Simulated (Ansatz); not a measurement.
# H3MgOSi: the cost of one run

The runs use Ansatz 0.2.0; RKS PBE0-D4/def2-TZVPD.

### Step 1. Where the work starts

SMILES `[OH][Mg][SiH2-]`, 6 atoms, charge -1, spin multiplicity 1.

Atoms are counted from 1 here; the program's logs count them from 0.

Bond lengths: O1–Mg2 1.899 Å, O1–H4 0.969 Å, Mg2–Si3 2.585 Å, Si3–H5 1.566 Å, Si3–H6 1.566 Å. Angles: Mg2–O1–H4 128.9°, O1–Mg2–Si3 173.5°, Mg2–Si3–H5 87.5°, Mg2–Si3–H6 87.5°, H5–Si3–H6 92.4°.

As a file:

```xyz
6
charge -1, multiplicity 1
O    -1.9140   -1.4548   -0.6501
Mg   -0.5959   -0.2819    0.0534
Si    1.0112    1.3631    1.2334
H    -1.8870   -1.9845   -1.4605
H     1.2348    2.0393   -0.1609
H     2.1509    0.3188    0.9848
```

This geometry comes from a loose relaxation at PBE in a small basis, which is not shown.

### Step 3. The grid

The axes are (1) bond length O1–Mg2: 11 values from 1.563 to 2.420 Å; (2) bond length O1–H4: 11 values from 0.840 to 1.193 Å.

Nothing else is relaxed (all other coordinates rigid). Energies count from the relaxed molecule at the same level.

(The set-up runs are not shown.)

### Step 4. Grid point bond length O1–Mg2 = 1.906 Å, bond length O1–H4 = 1.158 Å

Contents of input.yaml:

```yaml
crystal:
  periodic: [false, false, false]
  atoms:
    - { symbol: O, position_ang: [-1.86487, -1.427098, -0.646478] }
    - { symbol: Mg, position_ang: [-0.579067, -0.238325, 0.106095] }
    - { symbol: Si, position_ang: [1.046447, 1.387289, 1.241313] }
    - { symbol: H, position_ang: [-1.831246, -2.057377, -1.617344] }
    - { symbol: H, position_ang: [1.222713, 2.020286, -0.160504] }
    - { symbol: H, position_ang: [2.132679, 0.316247, 0.9772] }
total_charge: -1
basis:
  gaussian: { orbitals: def2-TZVPD }
hamiltonian:
  xc: pbe0
  dispersion: d4
output:
  forces: true
```

Launch:

```bash
> ansatz run input.yaml --threads 1 --pin off --max-ram 2560MiB --backend cpu --events-out ev --progress --plain --runs-dir out
```

**Question.** How long does this run take on 1 thread of Arm Neoverse V1, shared host, and how much memory does it need?

About 4.3 s, with a peak of 0.25 GiB.
